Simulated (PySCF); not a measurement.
Consider `FCC(F)CF` (C3H5F3). Non-hydrogen atoms are numbered in `[F:1][CH2:2][CH:3]([F:4])[CH2:5][F:6]`.

Energies: M06-2X/def2-TZVP (PySCF, density fitting, integration grid level 3) on PBE0-D3(BJ)/def2-SVP structures. Zero-point and thermal terms (298.15 K, 1 bar) come from unscaled GFN2-xTB harmonic frequencies, with soft modes damped to free rotors in the entropy. These were taken at the GFN2-xTB minima.

Question: Rank these bonds by dissociation enthalpy, weakest first.
A. C2–C3
B. F1–C2
C. C3–H

Answer: A (378 kJ/mol), C (406 kJ/mol), B (469 kJ/mol).

Not ranked, since the method can't order them against a listed neighbour: C2–H (415 kJ/mol), C3–F4 (472 kJ/mol).

Question: For C2–H, what are ΔE (electronic) and ΔG(298 K) of the homolysis?

Answer: ΔE = 446 and ΔG = 378 kJ/mol, beside ΔH = 415 kJ/mol. The radicals are `F[CH][C@H](F)CF` and H•.

Known limits: the order of C3–H and C2–H, of F1–C2 and C3–F4 is undecided: the gaps lie inside the method's error (some 10 kJ/mol, one structure a species).
